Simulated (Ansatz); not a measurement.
# AlClH₄Si: taking an electron away

One table from this session's results is given with a row withheld; the runs are named, their logs left out.

Program: Ansatz 0.2.0, Gaussian basis. Level of theory: unrestricted cation, the program's frozen cores in correlated methods. These are calculated values, not measurements.

The runs, in order: UKS PBE-D4/def2-TZVPP; UKS r2SCAN-D4/def2-TZVPP; UKS PBE0-D4/def2-TZVPP; UKS B3LYP-D4/def2-TZVPP; UKS wB97X-V/def2-TZVPP; UKS wB97M-V/def2-TZVPP; UKS B2PLYP/def2-TZVPP; UHF-CCSD(T)/def2-TZVPP; UHF-MP2/def2-QZVPP; extrapolation to the limit; then −ε(HOMO) from the neutral's earlier runs with LDA (SPW92), PBE-D4, revPBE-D4, BLYP-D4, r2SCAN-D4, B97M-V, PBE0-D4, B3LYP-D4, r2SCANh-D4, r2SCAN0-D4, HSE06-D4, BHLYP-D4, CAM-B3LYP-D4, LC-ωPBE, ωB97X-V, ωB97M-V.

### The geometry

The geometry comes from an earlier relaxation with PBE0-D4 in a triple-zeta def2 set; it is a stationary point, not always the lowest conformer.

SMILES `[AlH2][SiH2]Cl`, 7 atoms, charge 0, spin multiplicity 1.

Atoms are counted from 1 here; the program's logs count them from 0.

Bond lengths: Al1–Si2 2.457 Å, Al1–H4 1.586 Å, Al1–H5 1.586 Å, Si2–Cl3 2.088 Å, Si2–H6 1.488 Å, Si2–H7 1.488 Å. Angles: Si2–Al1–H4 119.7°, Si2–Al1–H5 119.6°, H4–Al1–H5 120.5°, Al1–Si2–Cl3 101.6°, Al1–Si2–H6 116.7°, Al1–Si2–H7 116.7°, Cl3–Si2–H6 106.6°, Cl3–Si2–H7 106.6°, H6–Si2–H7 107.5°.

Set-up of the first run:

Input file in.yaml:

```yaml
crystal:
  periodic: [false, false, false]
  atoms:
    - {symbol: Al, position_ang: [-1.040688, 0.413466, -0.894199]}
    - {symbol: Si, position_ang: [0.907193, -0.179963, 0.480298]}
    - {symbol: Cl, position_ang: [0.035596, -1.380958, 1.949724]}
    - {symbol: H, position_ang: [-1.478356, -0.535915, -2.087054]}
    - {symbol: H, position_ang: [-1.911547, 1.683265, -0.513330]}
    - {symbol: H, position_ang: [1.588458, 0.935281, 1.191222]}
    - {symbol: H, position_ang: [1.960643, -1.003176, -0.172362]}
basis:
  gaussian: {orbitals: def2-TZVPP}
total_charge: 1
magnetization: {spin_polarized: true, initial_magnetization: 1}
hamiltonian: {xc: pbe, dispersion: d4}
```

Started as:

```bash
> ansatz run in.yaml --threads 2 --pin off --events-out ev --progress --plain --max-ram 4352MiB
```

Among the steps run: Cation, UKS PBE-D4/def2-TZVPP; Cation, UKS r2SCAN-D4/def2-TZVPP; Cation, UKS PBE0-D4/def2-TZVPP; Cation, UKS B3LYP-D4/def2-TZVPP; Cation, UKS wB97X-V/def2-TZVPP; Cation, UKS wB97M-V/def2-TZVPP; Cation, UKS B2PLYP (frozen core)/def2-TZVPP; Cation, UHF-CCSD(T)/def2-TZVPP; Cation, UHF-MP2/def2-QZVPP.

One of the session's tables, all rows but one given; the rest of the session is left out.

It belongs to the step «Ionisation energies side by side». For comparison, −ε(HOMO) of the neutral from earlier runs:

| functional | −ε(HOMO) (eV) |
| --- | --- |
| LDA (SPW92) | ? |
| PBE-D4 | 6.46 |
| revPBE-D4 | 6.42 |
| BLYP-D4 | 6.32 |
| r2SCAN-D4 | 6.71 |
| B97M-V | 6.80 |
| PBE0-D4 | 7.57 |
| B3LYP-D4 | 7.37 |
| r2SCANh-D4 | 7.12 |
| r2SCAN0-D4 | 7.72 |
| HSE06-D4 | 7.17 |
| BHLYP-D4 | 8.58 |
| CAM-B3LYP-D4 | 8.83 |
| LC-ωPBE | 10.13 |
| ωB97X-V | 9.81 |
| ωB97M-V | 9.55 |

Estimate the missing values for LDA (SPW92).

As computed: −ε(HOMO) (eV): 6.53. In the column «−ε(HOMO) (eV)» it lies between PBE-D4 (6.46) and r2SCAN-D4 (6.71).

Caveats from the session: The cation may have settled in a state other than its lowest; no search over hole states beyond the program's own was made.
